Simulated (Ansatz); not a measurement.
Consider the formal hydrolysis of a C–C bond: `C/C(C=S)=C/N` + H₂O → `OC=S` + `C/C=C/N`.

Isolated molecules relaxed with PBE0-D4/def2-TZVP in Ansatz; ΔE leaves out vibrations. CCSD(T)/CBS adds triple-zeta CCSD(T) − MP2 to the extrapolated MP2 energy (def2 sets, frozen cores). This one scheme is used for every species. Double bonds are as drawn, so ΔE can hold a change between cis and trans. Functionals use def2-TZVPP. Each species was taken in one conformer, which may not be the lowest.

Task: Is it downhill or uphill in electronic energy at CCSD(T)/CBS, and by how much? (An estimate is asked.)

Result: Ansatz gave: Uphill: ΔE = +56.2 kJ/mol.

Task: What do these levels give: PBE-D4, r2SCAN-D4, ωB97M-V, CCSD(T)/def2-TZVPP, MP2/def2-QZVPP, CCSD/CBS(def2)? (An estimate is asked.)

Result: Ansatz gave: PBE-D4 55.7, r2SCAN-D4 56.9, ωB97M-V 44.1, CCSD(T)/def2-TZVPP 50.6, MP2/def2-QZVPP 67.2, CCSD/CBS(def2) 50.8 kJ/mol.

Largest T1 diagnostic among the species: 0.018.

The D4 term adds +12.4 kJ/mol with B3LYP and +7.0 kJ/mol with PBE0; it sums over pairs of atoms, weighted by their polarisabilities, and B3LYP, whose exchange is more repulsive, gets the larger term. In def2-TZVPP, CCSD(T) changes the Hartree–Fock value by +20.4 kJ/mol (the triples alone add +5.4 kJ/mol) and MP2 by +33.8 kJ/mol.

B3LYP here is the variant with VWN-RPA as its local correlation; programs differ in this.
